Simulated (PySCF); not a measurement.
Compound: 1-chloro-1,1-difluoroethane, C₂H₃ClF₂.
Cartesian coordinates in Å at the PBE0-D3(BJ)/def2-SVP level; atoms count from 1:
```
atom  x, y, z in Å
C1    -0.7899   -0.1344    0.0152
C2     0.6821    0.1587    0.0216
F3     1.1820    0.0629    1.2596
F4     0.9264    1.4028   -0.4071
Cl5    1.5827   -0.9733   -1.0281
H6    -0.9688   -1.1498    0.3900
H7    -1.1855   -0.0460   -1.0041
H8    -1.2908    0.5933    0.6692
```

Jobs on this species (8 atoms, 50 electrons) with PySCF (density fitting). Hardware of each: an Arm Neoverse V1 with one thread, shared host. The host was shared with other jobs, so the times are rough. Peak memory is the resident size of the whole Python process, interpreter and libraries included.

```tsv
level and settings	work	basis functions	SCF cycles	wall time	peak memory
PBE0-D3(BJ)/def2-SVP, grid level 1	geometry optimisation from an MMFF94s start shaken at random	89	?	?	?
PBE0/pcSseg-2	shieldings	229	?	?	?
CAM-B3LYP/def2-SVPD	10 singlets by full TDDFT, 4 Tamm–Dancoff triplets, polarisability, ΔSCF ions	137	12	32 s	0.58 GiB
PBE0/pcSseg-1	shieldings, charges and field gradients	107	12	6.0 s	0.49 GiB
delta-SCF UKS SCAN, pcX-2 on the ionised atom, pcseg-1 elsewhere, spin-free X2C	ΔSCF core ionisation, 5 holes	131	80	21 s	0.53 GiB
```

Question: Fill in the missing figures.

Answer: 
- PBE0-D3(BJ)/def2-SVP, grid level 1; geometry optimisation from an MMFF94s start shaken at random: 21 s, 0.36 GiB, 56 SCF cycles
- PBE0/pcSseg-2; shieldings: 16 s, 0.88 GiB, 12 SCF cycles

Question: What do all jobs in the table cost together?

Answer: About 96 s; the longest takes about 33 % of that, and about 5.3 times as long as the shortest.
